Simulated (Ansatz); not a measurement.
Solid CO2 (dry ice) was calculated with PBE-D4 (PAW; Ansatz, an electronic-structure program).

Numerical settings: plane-wave cutoff 520 eV, 6×6×6 k mesh, Fermi–Dirac smearing 0.01 eV, scalar-relativistic PAW data made under PBE.

On both sides of the equilibrium volume: at 15.261 Å³/atom the pressure is 0.15 GPa and the direct gap at Γ 6.763 eV; at 15.884 Å³/atom they are -0.12 GPa and 6.730 eV. The fitted bulk modulus is 6.61 GPa.

Problem. Work out the volume deformation potential of this gap and its pressure coefficient, in two ways.

Solution. a_V = dE_g/d ln V = (6.730 − 6.763)/ln(15.884/15.261) = -0.82 eV. Since dP = −B d ln V, dE_g/dP = −a_V/B = 124 meV/GPa. Straight from the pressures: (6.763 − 6.730)/(0.15 − (-0.12)) = 122 meV/GPa. At this level and over this range the gap at Γ widens under pressure.

Note: the bulk modulus comes from volumes at which shape and atoms were relaxed.
